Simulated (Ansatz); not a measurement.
Relaxation of C4H9NO (15 atoms, charge 0, multiplicity 1), to a largest force component of 0.015 eV/Å in at most 40 steps.

All numbers below come from RKS PBE/6-31G (Ansatz).

```xyz
15
Properties=species:S:1:pos:R:3
C -1.461 -0.001 -0.793
C -0.158 -0.338 -0.251
N -0.041 -1.762 -0.052
C 0.437 0.426 0.982
C 1.323 1.073 -0.020
O 0.923 0.188 -1.060
H -1.672 -0.449 -1.760
H -1.544 1.141 -0.978
H -2.308 -0.221 -0.072
H -0.405 -2.104 0.855
H 0.956 -2.055 -0.040
H -0.328 1.106 1.477
H 0.816 -0.152 1.741
H 1.061 2.129 -0.243
H 2.381 0.968 0.242
```

Task: Where does it end, and by what steps?

Result: The forces met the threshold. Limits of this set-up: no polarisation functions. After 15 steps the energy has fallen by 1.118 eV; H10 moved furthest, 1.35 Å.

```json
{"step": "0", "energy less start (eV)": "0.0000", "largest force component (eV/Å)": "4.158", "accepted": "yes"}
{"step": "1", "energy less start (eV)": "-0.6691", "largest force component (eV/Å)": "1.351", "accepted": "yes"}
{"step": "2", "energy less start (eV)": "-0.8040", "largest force component (eV/Å)": "0.686", "accepted": "yes"}
{"step": "3", "energy less start (eV)": "-0.8373", "largest force component (eV/Å)": "1.267", "accepted": "yes"}
{"step": "4", "energy less start (eV)": "-0.8622", "largest force component (eV/Å)": "0.851", "accepted": "yes"}
{"step": "5", "energy less start (eV)": "-0.9017", "largest force component (eV/Å)": "0.300", "accepted": "yes"}
{"step": "6", "energy less start (eV)": "-0.9391", "largest force component (eV/Å)": "0.465", "accepted": "yes"}
{"step": "7", "energy less start (eV)": "-0.9476", "largest force component (eV/Å)": "0.584", "accepted": "yes"}
{"step": "8", "energy less start (eV)": "-0.9517", "largest force component (eV/Å)": "1.838", "accepted": "yes"}
{"step": "9", "energy less start (eV)": "-1.0857", "largest force component (eV/Å)": "0.455", "accepted": "yes"}
{"step": "10", "energy less start (eV)": "-1.0882", "largest force component (eV/Å)": "1.309", "accepted": "yes"}
{"step": "11", "energy less start (eV)": "-1.0265", "largest force component (eV/Å)": "0.877", "accepted": "no"}
{"step": "12", "energy less start (eV)": "-1.1153", "largest force component (eV/Å)": "0.365", "accepted": "yes"}
{"step": "13", "energy less start (eV)": "-1.1166", "largest force component (eV/Å)": "0.097", "accepted": "yes"}
{"step": "14", "energy less start (eV)": "-1.1181", "largest force component (eV/Å)": "0.036", "accepted": "yes"}
{"step": "15", "energy less start (eV)": "-1.1182", "largest force component (eV/Å)": "0.007", "accepted": "yes"}
```

```xyz
15
Properties=species:S:1:pos:R:3
C -1.490 0.014 -0.658
C -0.147 -0.403 -0.072
N -0.108 -1.783 0.220
C 0.451 0.542 1.013
C 1.351 1.159 -0.078
O 0.980 0.090 -1.061
H -1.670 -0.521 -1.607
H -1.492 1.093 -0.877
H -2.312 -0.214 0.042
H -0.566 -2.404 -0.446
H 0.783 -2.139 0.563
H -0.274 1.205 1.512
H 1.007 -0.020 1.780
H 1.031 2.160 -0.420
H 2.436 1.171 0.119
```

Whether the end is a true minimum wasn't checked by a vibrational analysis.

The run took 2.2 min on 1 thread of Intel(R) Xeon(R) Processor @ 2.70GHz (shared host), peak memory 0.17 GiB.
